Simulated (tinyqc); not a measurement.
UHF in the sto-6g basis, for NH3, spin multiplicity 1, step by step. One step of it, computed by the program tinyqc.

Problem. Iteration 11 (converged): orbitals. Diagonalise F' = X^T F X, C = X C', fill 5 alpha and 5 beta electrons from the bottom; D(s) = C_occ C_occ^T. Each column has its largest component positive (the first on a tie).

converged F(alpha) (hartree):
```
             1N 1s      1N 2s     1N 2px     1N 2py     1N 2pz      2H 1s      3H 1s      4H 1s
1N 1s   -15.467941  -3.738421  -0.000007   0.000000   0.011022  -1.001309  -1.000156  -1.000156
1N 2s    -3.738421  -1.824409  -0.000116   0.000000   0.048215  -0.869855  -0.869207  -0.869207
1N 2px   -0.000007  -0.000116  -0.332094   0.000000   0.000028  -0.457437   0.228748   0.228748
1N 2py    0.000000   0.000000   0.000000  -0.331755   0.000000   0.000000  -0.395984   0.395984
1N 2pz    0.011022   0.048215   0.000028   0.000000  -0.321494   0.085948   0.085880   0.085880
2H 1s    -1.001309  -0.869855  -0.457437   0.000000   0.085948  -0.520301  -0.296452  -0.296452
3H 1s    -1.000156  -0.869207   0.228748  -0.395984   0.085880  -0.296452  -0.519717  -0.296333
4H 1s    -1.000156  -0.869207   0.228748   0.395984   0.085880  -0.296452  -0.296333  -0.519717
```

converged F(beta) (hartree):
```
             1N 1s      1N 2s     1N 2px     1N 2py     1N 2pz      2H 1s      3H 1s      4H 1s
1N 1s   -15.467941  -3.738421  -0.000007   0.000000   0.011022  -1.001309  -1.000156  -1.000156
1N 2s    -3.738421  -1.824411  -0.000116   0.000000   0.048216  -0.869855  -0.869208  -0.869208
1N 2px   -0.000007  -0.000116  -0.332097   0.000000   0.000028  -0.457437   0.228748   0.228748
1N 2py    0.000000   0.000000   0.000000  -0.331757   0.000000   0.000000  -0.395984   0.395984
1N 2pz    0.011022   0.048216   0.000028   0.000000  -0.321495   0.085948   0.085880   0.085880
2H 1s    -1.001309  -0.869855  -0.457437   0.000000   0.085948  -0.520298  -0.296452  -0.296452
3H 1s    -1.000156  -0.869208   0.228748  -0.395984   0.085880  -0.296452  -0.519715  -0.296333
4H 1s    -1.000156  -0.869208   0.228748   0.395984   0.085880  -0.296452  -0.296333  -0.519715
```

X:
```
            1N 1s      1N 2s     1N 2px     1N 2py     1N 2pz      2H 1s      3H 1s      4H 1s
1N 1s    1.023616  -0.150105  -0.000003   0.000000   0.003921   0.020550   0.020544   0.020544
1N 2s   -0.150105   1.421982   0.000140   0.000000  -0.050239  -0.330810  -0.330397  -0.330397
1N 2px  -0.000003   0.000140   1.172960   0.000000  -0.000022  -0.332248   0.166066   0.166066
1N 2py   0.000000   0.000000   0.000000   1.172683   0.000000   0.000000  -0.287422   0.287422
1N 2pz   0.003921  -0.050239  -0.000022   0.000000   1.006288   0.041526   0.041461   0.041461
2H 1s    0.020550  -0.330810  -0.332248   0.000000   0.041526   1.261186  -0.052140  -0.052140
3H 1s    0.020544  -0.330397   0.166066  -0.287422   0.041461  -0.052140   1.260761  -0.052097
4H 1s    0.020544  -0.330397   0.166066   0.287422   0.041461  -0.052140  -0.052097   1.260761
```

Give: F' = X^T F X; orbital energies; coefficients C; F' = X^T F X; orbital energies; coefficients C; D(alpha) after iteration 11; D(beta) after iteration 11.

Solution.

F' = X^T F X (alpha) (hartree):
```
         1       2       3       4       5       6       7       8
1  -15.211  -1.918   0.000   0.000   0.015  -0.183  -0.182  -0.182
2   -1.918  -0.651   0.000   0.000  -0.041  -0.490  -0.489  -0.489
3    0.000   0.000   0.041   0.000   0.000  -0.553   0.277   0.277
4    0.000   0.000   0.000   0.041   0.000   0.000  -0.479   0.479
5    0.015  -0.041   0.000   0.000  -0.308   0.074   0.074   0.074
6   -0.183  -0.490  -0.553   0.000   0.074   0.078  -0.080  -0.080
7   -0.182  -0.489   0.277  -0.479   0.074  -0.080   0.078  -0.080
8   -0.182  -0.489   0.277   0.479   0.074  -0.080  -0.080   0.078
```

orbital energies (alpha) (hartree): MO1 -15.471, MO2 -1.057, MO3 -0.581, MO4 -0.581, MO5 -0.323, MO6 0.597, MO7 0.779, MO8 0.780

coefficients C (alpha):
```
           MO1     MO2     MO3     MO4     MO5     MO6     MO7     MO8
1N 1s    0.996  -0.212   0.000   0.000  -0.035  -0.182   0.000   0.000
1N 2s    0.020   0.742   0.000   0.000   0.185   1.338   0.000   0.002
1N 2px   0.000   0.000   0.589   0.000   0.000  -0.001   0.000   1.093
1N 2py   0.000   0.000   0.000   0.589   0.000   0.000   1.092   0.000
1N 2pz  -0.002  -0.058   0.000   0.000   0.983  -0.226   0.000   0.000
2H 1s   -0.004   0.166   0.480   0.000  -0.049  -0.725   0.000  -1.016
3H 1s   -0.004   0.166  -0.240   0.416  -0.049  -0.727  -0.878   0.506
4H 1s   -0.004   0.166  -0.240  -0.416  -0.049  -0.727   0.878   0.506
```

F' = X^T F X (beta) (hartree):
```
         1       2       3       4       5       6       7       8
1  -15.211  -1.918   0.000   0.000   0.015  -0.183  -0.182  -0.182
2   -1.918  -0.651   0.000   0.000  -0.041  -0.490  -0.489  -0.489
3    0.000   0.000   0.041   0.000   0.000  -0.553   0.277   0.277
4    0.000   0.000   0.000   0.041   0.000   0.000  -0.479   0.479
5    0.015  -0.041   0.000   0.000  -0.308   0.074   0.074   0.074
6   -0.183  -0.490  -0.553   0.000   0.074   0.078  -0.080  -0.080
7   -0.182  -0.489   0.277  -0.479   0.074  -0.080   0.078  -0.080
8   -0.182  -0.489   0.277   0.479   0.074  -0.080  -0.080   0.078
```

orbital energies (beta) (hartree): MO1 -15.471, MO2 -1.057, MO3 -0.581, MO4 -0.581, MO5 -0.323, MO6 0.597, MO7 0.779, MO8 0.780

coefficients C (beta):
```
           MO1     MO2     MO3     MO4     MO5     MO6     MO7     MO8
1N 1s    0.996  -0.212   0.000   0.000  -0.035  -0.182   0.000   0.000
1N 2s    0.020   0.742   0.000   0.000   0.185   1.338   0.000   0.002
1N 2px   0.000   0.000   0.589   0.000   0.000  -0.001   0.000   1.093
1N 2py   0.000   0.000   0.000   0.589   0.000   0.000   1.092   0.000
1N 2pz  -0.002  -0.058   0.000   0.000   0.983  -0.226   0.000   0.000
2H 1s   -0.004   0.166   0.480   0.000  -0.049  -0.725   0.000  -1.016
3H 1s   -0.004   0.166  -0.240   0.416  -0.049  -0.727  -0.878   0.506
4H 1s   -0.004   0.166  -0.240  -0.416  -0.049  -0.727   0.878   0.506
```

D(alpha) after iteration 11:
```
         1N 1s   1N 2s  1N 2px  1N 2py  1N 2pz   2H 1s   3H 1s   4H 1s
1N 1s    1.038  -0.144   0.000   0.000  -0.023  -0.038  -0.038  -0.038
1N 2s   -0.144   0.585   0.000   0.000   0.138   0.114   0.114   0.114
1N 2px   0.000   0.000   0.347   0.000   0.000   0.283  -0.141  -0.141
1N 2py   0.000   0.000   0.000   0.347   0.000   0.000   0.245  -0.245
1N 2pz  -0.023   0.138   0.000   0.000   0.969  -0.058  -0.058  -0.058
2H 1s   -0.038   0.114   0.283   0.000  -0.058   0.260  -0.085  -0.085
3H 1s   -0.038   0.114  -0.141   0.245  -0.058  -0.085   0.260  -0.085
4H 1s   -0.038   0.114  -0.141  -0.245  -0.058  -0.085  -0.085   0.260
```

D(beta) after iteration 11:
```
         1N 1s   1N 2s  1N 2px  1N 2py  1N 2pz   2H 1s   3H 1s   4H 1s
1N 1s    1.038  -0.144   0.000   0.000  -0.023  -0.038  -0.038  -0.038
1N 2s   -0.144   0.585   0.000   0.000   0.138   0.114   0.114   0.114
1N 2px   0.000   0.000   0.347   0.000   0.000   0.283  -0.141  -0.141
1N 2py   0.000   0.000   0.000   0.347   0.000   0.000   0.245  -0.245
1N 2pz  -0.023   0.138   0.000   0.000   0.969  -0.058  -0.058  -0.058
2H 1s   -0.038   0.114   0.283   0.000  -0.058   0.260  -0.085  -0.085
3H 1s   -0.038   0.114  -0.141   0.245  -0.058  -0.085   0.260  -0.085
4H 1s   -0.038   0.114  -0.141  -0.245  -0.058  -0.085  -0.085   0.260
```
